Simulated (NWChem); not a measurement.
LiF; SMILES [Li][F]

```xyz
2

Li     0.0000     0.0000    -1.1599
F      0.0000     0.0000     0.3996
```
Atoms are numbered in this order, from 1.

Program: NWChem. Geometry optimised at PBE0-D3(BJ)/def2-TZVP; all other runs use it. 

```tsv
quantity	level	value
vertical, lowest excitation, singlet (eV)	PBE/def2-SVP, TDA	(withheld)
highest occupied level (eV)	MN15/def2-SVP	-8.09
first state with f > 0.002 (eV), F K edge, unshifted	B3LYP/cc-pVTZ, TDA	666.5
isotropic polarisability (bohr³), static	PBE/Sadlej pVTZ	(withheld)
dipole (D)	PBE0-D3(BJ)/def2-TZVP	(withheld)
highest harmonic frequency (cm⁻¹)	PBE0-D3(BJ)/def2-TZVP	922
```

Problem. Fill in the missing entries.

Solution. 
- vertical, lowest excitation, singlet (eV), value: 3.79
- isotropic polarisability (bohr³), static, value: 12.1
- dipole (D), value: 6.18
